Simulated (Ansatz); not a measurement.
Gas-phase electronic energies from Ansatz, PBE0-D4/def2-TZVP geometries. CCSD(T)/CBS adds triple-zeta CCSD(T) − MP2 to the extrapolated MP2 energy (def2 sets, frozen cores). This one scheme is used for every species. Functionals use def2-TZVPP. B3LYP here is the variant with VWN-RPA as its local correlation; programs differ in this. Each species was taken in one conformer, which may not be the lowest.

`N=C(F)CO` + H₂O → `N=C(O)CO` + H–F  (formal hydrolysis of a C–F bond)

```
             level  ΔE (kcal/mol)  difference from CCSD(T)/CBS
            PBE-D4           -4.8                          0.7
         r2SCAN-D4           -4.4                          1.1
           PBE0-D4           -5.3                          0.2
          B3LYP-D4           -4.6                          0.9
           ωB97X-V           -4.5                          1.0
           ωB97M-V           -4.5                          1.0
            B2PLYP           -4.8                          0.7
               PBE           -4.4                          1.1
            r2SCAN           -4.3                          1.2
              PBE0           -5.0                          0.5
             B3LYP           -3.9                          1.6
     HF/def2-TZVPP           -3.8                          1.7
    MP2/def2-TZVPP           -6.6                         -1.1
SCS-MP2/def2-TZVPP           -5.7                         -0.2
   CCSD/def2-TZVPP           -5.2                          0.3
CCSD(T)/def2-TZVPP           -5.4                          0.1
     HF/def2-QZVPP           -3.7                          1.8
    MP2/def2-QZVPP           -6.6                         -1.1
SCS-MP2/def2-QZVPP           -5.7                         -0.2
      HF/CBS(def2)           -3.7                          1.8
     MP2/CBS(def2)           -6.7                         -1.2
    CCSD/CBS(def2)           -5.3                          0.2
       CCSD(T)/CBS           -5.5                            0
```

Largest T1 diagnostic among the species: 0.013.

In def2-TZVPP, CCSD(T) changes the Hartree–Fock value by −1.6 kcal/mol (the triples alone add −0.3 kcal/mol) and MP2 by −2.8 kcal/mol.
